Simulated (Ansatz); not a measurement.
## SiCl, quartet: reading a ladder of total energies

Geometry: that of the SiCl, doublet, kept fixed. The doublet lies 2.5 eV lower here.

```xyz
2

Si    0.0000    0.0000    0.0000
Cl    0.0000    0.0000    2.0671
```

Basis 6-31G; Ansatz 0.2.0. Only valence electrons are correlated (noble-gas cores frozen), which leaves 11 electrons in 16 orbitals. R marks a restricted (for open shells ROHF) determinant, U an unrestricted one.

Full CI is exact within this basis and frozen core; it isn't the basis-set limit. The frozen core follows each run's orbitals, which can shift R against U totals by a few meV.

UCCSD has a T1 diagnostic of 0.015 and a largest doubles amplitude of 0.06.

Runs differ by some tens of microhartree through their thresholds and, for an open shell, their frozen cores, so the step to full CI, which has another core, is uncertain by up to 0.1 kcal/mol.

```json
{"level": "UHF", "total energy (hartree)": "-748.266969"}
{"level": "UMP2", "total energy (hartree)": "-748.321559"}
{"level": "UCCSD", "total energy (hartree)": "-748.332276"}
{"level": "UCCSD(T)", "total energy (hartree)": "-748.333397"}
{"level": "UCCSDT", "total energy (hartree)": "-748.333705"}
{"level": "UCCSDT(Q)", "total energy (hartree)": "-748.333718"}
{"level": "UCCSDTQ", "total energy (hartree)": "-748.333712"}
{"level": "full CI", "total energy (hartree)": "-748.333700"}
```

Task: What is the correlation energy at full CI, and what share of it do UMP2 and UCCSD(T) recover?

Result: E(corr) = -748.333700 − (-748.266969) = -0.066731 hartree = -1.816 eV. UMP2: -0.054590 / -0.066731 = 81.81 %. UCCSD(T): -0.066428 / -0.066731 = 99.55 %.

Task: By how many kcal/mol does UCCSD(T) miss full CI (1 hartree = 627.509 kcal/mol), and which steps make up the rest?

Result: -748.333397 − (-748.333700) = 0.000303 hartree = 0.19 kcal/mol. Steps: UCCSDT − UCCSD(T) = -0.19, UCCSDT(Q) − UCCSDT = -0.01, UCCSDTQ − UCCSDT(Q) = 0.00, full CI − UCCSDTQ = 0.01 kcal/mol. That is within 1 kcal/mol of the reference in this basis, which itself misses far more of the correlation at the basis-set limit.
